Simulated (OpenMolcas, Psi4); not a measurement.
## From OpenMolcas to Psi4

This OpenMolcas 26.06 job computes singlet [SiH3]+:

mol.input:
```
* H3Si Kohn-Sham DFT
&GATEWAY
BasLib = $CurrDir
Coord
4
angstrom
Si       0.293780      -0.026900      -0.164030
H        0.559150       0.665300       1.123900
H       -0.224040      -1.401650       0.060130
H       -0.628890       0.763250      -1.019990
Basis = cc-pVTZ
Group = NoSym
&SEWARD
GridInput
Grid=UltraFine
End of Grid
&SCF
Charge = 1
KSDFT = B3LYP
Thresholds = 1e-10 1e-07 1e-07 1e-05
PrOrbitals = 1 2
```

```bash
$ export MOLCAS_MEM=1860
$ pymolcas mol.input > mol.log
```

(Basis files named in the input come from the Basis Set Exchange and aren't shown.)

The coordinates come from a PBE0-D4/def2-TZVP relaxation. That shape belongs to the parent species and isn't relaxed for this state.

It gives a total energy of -290.938018 Eh.

Q: How is this level of theory, on these atoms, set up in Psi4 1.11 as an input file of the program's own, asking for the gradient?

A: For example:

h3si.inp:
```
memory 2200 mb

molecule system {
  1 1
  Si     0.293780    -0.026900    -0.164030
  H      0.559150     0.665300     1.123900
  H     -0.224040    -1.401650     0.060130
  H     -0.628890     0.763250    -1.019990
  symmetry c1
}

set globals {
  basis cc-pVTZ
  puream true
  e_convergence 1e-09
  d_convergence 1e-08
  scf_type pk
  dft_radial_points 99
  dft_spherical_points 590
}

e_tot, wfn = gradient('b3lyp', return_wfn=True)
oeprop(wfn, 'LOWDIN_CHARGES', 'QUADRUPOLE', 'WIBERG_LOWDIN_INDICES')
print_variables()
```

```bash
$ psi4 -n 1 h3si.inp h3si.out
```

Its energy is -290.938019 Eh, the same as the first but for the last digit, at most.
